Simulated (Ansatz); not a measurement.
Zinc-blende AlN (metastable phase), relaxed in Ansatz (plane waves) with several semilocal functionals. Each gives its own volume and its own zone-centre TO phonon frequency:

| level | V0 (Å³/atom) | zone-centre TO phonon frequency (cm⁻¹) | ln V0 | ln ω_TO |
|---|---|---|---|---|
| LDA | 10.235 | 664.3 | 2.3258 | 6.4987 |
| r²SCAN+rVV10 | 10.393 | 667.2 | 2.3411 | 6.5031 |
| r²SCAN | 10.429 | 663.4 | 2.3446 | 6.4974 |
| PBE | 10.671 | 634.8 | 2.3675 | 6.4533 |
| BLYP | 10.830 | 623.0 | 2.3823 | 6.4345 |
| RPBE | 10.869 | 622.9 | 2.3859 | 6.4344 |

**Question.** Fit a straight line to ln ω_TO against ln V0. What does it predict for revPBE, whose volume is 10.821 Å³/atom?

**Answer.** With x = ln V0 and y = ln ω_TO: means 2.35787 and 6.47023; Σ(Δx Δy) = -0.003865, Σ(Δx²) = 0.002961, so the slope is -1.31. At x = 2.3815 the line gives y = 6.47023 + (-1.31) × (2.3815 − 2.35787) = 6.4393, or 626.0 cm⁻¹. The run with revPBE gives 625.6 cm⁻¹, -0.1 % from the line. The rows used scatter about it by up to 1.3 %, while the largest value lies 7 % above the smallest.

Ansatz's density-functional and Hartree–Fock values are scalar-relativistic unless marked +SOC, with PAW data made under PBE.

Ansatz is a program for electronic structure.
